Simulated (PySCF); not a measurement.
Species: C₂H₅O (doublet state).
Cartesian coordinates in Å at the PBE0-D3(BJ)/def2-SVP level; atoms count from 1:
```xyz
8
C2H5O angstrom
C     -0.7750   -0.1884    0.0954
C      0.5537    0.4164    0.3569
O      1.5858    0.1603   -0.4898
H     -1.4716    0.0294    0.9178
H     -1.2432    0.1806   -0.8420
H     -0.7121   -1.2892    0.0059
H      0.6399    1.4054    0.8154
H      1.4407   -0.6957   -0.9087
```

The hyperfine couplings belong to this conformer and change with its torsions.

Identity: `C[CH]O` [radical].

Computed, not measured: UKS B3LYP, IGLO-III on C O, pcH-1 on H, non-relativistic, mean-field spin-orbit, GIAO (PySCF). Geometry: PBE0-D3(BJ)/def2-SVP, one conformer, isolated molecule. The SCF solution wasn't tested for stability.

Q: What are g_iso and the isotropic 13C coupling of C2?

A: g_iso = 2.00312 and a = +160.51 MHz, or +5.725 mT (Mulliken spin population +0.93). 13C makes up about 1.07 % of the natural element, so this concerns labelled samples or satellites.

Q: Take this nucleus alone (I = 1/2, g_N = 1.4048) with S = 1/2. Where do its 2 lines fall at 9.728 GHz to first order, to second order and exactly?

A: B0 = hν/(g μB) = 346.981 mT and a/B0 = 0.0165. B(1) = B0 − a·mI, B(2) = B(1) − a²[I(I+1) − mI²]/(2B0); the exact values solve the Breit–Rabi equation, nuclear Zeeman term included.

| mI | first order (mT) | second order (mT) | exact (mT) | exact − first order |
| --- | --- | --- | --- | --- |
| −1/2 | 349.844 | 349.820 | 349.820 | -0.023 |
| +1/2 | 344.119 | 344.095 | 344.095 | -0.024 |

Q: What g and a would be read from the two outer exact lines by first-order rules?

A: Their midpoint, 346.958 mT, gives an apparent g of 2.00325 (true 2.00312), and their distance over 2I an apparent |a| of 5.726 mT (true 5.725).

Q: What levels remain at zero field?

A: F = I ± 1/2 = 1 and 0, at a·I/2 = +40.1 MHz and −a(I+1)/2 = -120.4 MHz, that is |a|(I + 1/2) = 160.5 MHz apart; F = 0 lies lower.

Other couplings of abundant isotopes, left aside here: 3 × 1H 65 MHz, 1 × 1H 40 MHz, 1 × 1H 8 MHz.

Means are taken over nuclei equivalent by connectivity, which assumes that they swap fast. The three 1H nuclei of mean +64.6 MHz run from 8.3 to 131.5 MHz in the frozen geometry.

The run took 8.3 s wall on an x86-64 server with one thread (shared host).
